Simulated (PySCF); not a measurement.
**ammonia and hydroxide**

A complex built from ammonia and hydroxide; charge -1, singlet.

Parts: 1 = ammonia (N), atoms 1–4; 2 = hydroxide ([OH-]), atoms 5–6, charge -1.

```xyz
6

N    -0.071   -0.054    0.245
H    -0.146    0.962    0.234
H    -0.688   -0.383   -0.582
H     0.884   -0.240   -0.056
O    -1.520   -0.772   -1.929
H    -2.189   -1.440   -1.749
```
Atom numbers follow the order of the file, from 1.

In these coordinates H3···O5 is 1.631 Å. Part 2 is then moved rigidly along that line, all else held; at short range other atoms may come into contact.

The starting structure comes from a short search with a few starts; no frequency run checks that it is a minimum, and another way of binding may lie lower.

Level of theory: CCSD(T)/aug-cc-pVDZ and MP2/aug-cc-pVTZ counterpoise interaction energy, frozen core, gas phase, in PySCF 2.14.0. The geometry comes from PBE0-D3(BJ)/def2-SVPD.

Counterpoise energies in eV, cluster less the parts frozen as they stand in it; small is aug-cc-pVDZ, large aug-cc-pVTZ. Estimated limit: HF in aug-cc-pVTZ, MP2 correlation extrapolated as X⁻³ from aug-cc-pVDZ and aug-cc-pVTZ, and CCSD(T) less MP2 in aug-cc-pVDZ; it isn't the exact limit.

Results

```csv
H3···O5 (Å),HF large,MP2 large,SCS-MP2 large,CCSD(T) small,CCSD(T) limit est.
1.468,-0.545,-0.661,-0.592,-0.583,-0.676
1.549,-0.605,-0.710,-0.649,-0.646,-0.725
1.631,-0.637,-0.730,-0.677,-0.679,-0.746
1.794,-0.645,-0.719,-0.677,-0.685,-0.733
2.039,-0.589,-0.639,-0.611,-0.623,-0.651
2.446,-0.455,-0.482,-0.466,-0.476,-0.488
3.262,-0.258,-0.265,-0.260,-0.263,-0.265
```

The 7 runs took 2.7 min in all, one thread each of Intel Xeon Platinum 8259CL on a shared host, launched as `OMP_NUM_THREADS=1 python cluster_run.py task.json out`.
